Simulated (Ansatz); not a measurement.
A nudged elastic band was laid between two geometries of CH6Al2 (9 atoms, charge 0, multiplicity 1).

All numbers below come from RKS PBE0-D4/def2-mTZVP (Ansatz).

- movable images: 5
- climbing image: yes
- spring: 0.5 eV/Å²
- optimiser: quadratic models (default)
- start path: IDPP
- force threshold: 0.05 eV/Å
- iteration limit: 60
- end points: relaxed

First end point:

```xyz
9
Properties=species:S:1:pos:R:3
Al -0.769 0.901 -1.195
C 0.685 0.065 -0.220
Al 0.254 -0.967 1.365
H -1.528 0.099 -2.342
H -1.236 2.377 -0.826
H 1.200 -0.608 -0.917
H 1.370 0.865 0.087
H -0.048 -2.526 1.246
H 0.161 -0.252 2.784
```

Last end point:

```xyz
9
Properties=species:S:1:pos:R:3
Al -0.768 0.913 -1.187
C 0.683 0.050 -0.230
Al 0.253 -0.967 1.365
H -1.546 0.129 -2.334
H -1.211 2.393 -0.803
H 1.172 -0.636 -0.933
H 1.390 0.836 0.064
H 0.226 -0.252 2.787
H -0.111 -2.513 1.253
```

Which bonds break or form, and what moves?

No bond is made or broken. The dihedral Al1–C2–Al3–H8 goes from 90 to -89°. The two ends are copies of one structure, up to a mirror image or an exchange of like atoms.

Give the energies along the band, and the barrier.

The run converged. The highest image is number 3 of 0 to 6, 5.4 kJ/mol above the ends, which have the same energy within 2 meV. Another band between the same ends (5 images) ends at a top of the same energy, where a vibrational analysis finds 1 clearly imaginary mode.

```json
{"image": "0", "path coordinate (Å)": "0.00", "energy (kJ/mol)": "0.0", "dihedral Al1–C2–Al3–H8 (°)": "90"}
{"image": "1", "path coordinate (Å)": "0.91", "energy (kJ/mol)": "1.3", "dihedral Al1–C2–Al3–H8 (°)": "120"}
{"image": "2", "path coordinate (Å)": "1.82", "energy (kJ/mol)": "4.0", "dihedral Al1–C2–Al3–H8 (°)": "151"}
{"image": "3", "path coordinate (Å)": "2.73", "energy (kJ/mol)": "5.4", "dihedral Al1–C2–Al3–H8 (°)": "-180"}
{"image": "4", "path coordinate (Å)": "3.64", "energy (kJ/mol)": "3.9", "dihedral Al1–C2–Al3–H8 (°)": "-150"}
{"image": "5", "path coordinate (Å)": "4.56", "energy (kJ/mol)": "1.3", "dihedral Al1–C2–Al3–H8 (°)": "-119"}
{"image": "6", "path coordinate (Å)": "5.48", "energy (kJ/mol)": "0.0", "dihedral Al1–C2–Al3–H8 (°)": "-89"}
```

What is the geometry of the highest image?


```xyz
9
Properties=species:S:1:pos:R:3:forces:R:3
Al -0.665 1.173 -0.948 0.01 0.02 -0.04
C 0.622 -0.183 -0.461 0.03 -0.04 0.03
Al 0.209 -1.015 1.259 0.02 -0.01 -0.01
H -1.975 0.777 -1.763 0.00 0.00 0.01
H -0.455 2.682 -0.481 0.00 0.00 0.01
H 0.670 -0.996 -1.199 -0.01 0.02 0.00
H 1.643 0.217 -0.380 -0.02 0.01 -0.01
H 1.121 -2.158 1.885 -0.01 0.00 0.00
H -1.082 -0.543 2.070 -0.01 0.01 0.00
```

The run took 86 s on 1 CPU thread of a shared host.
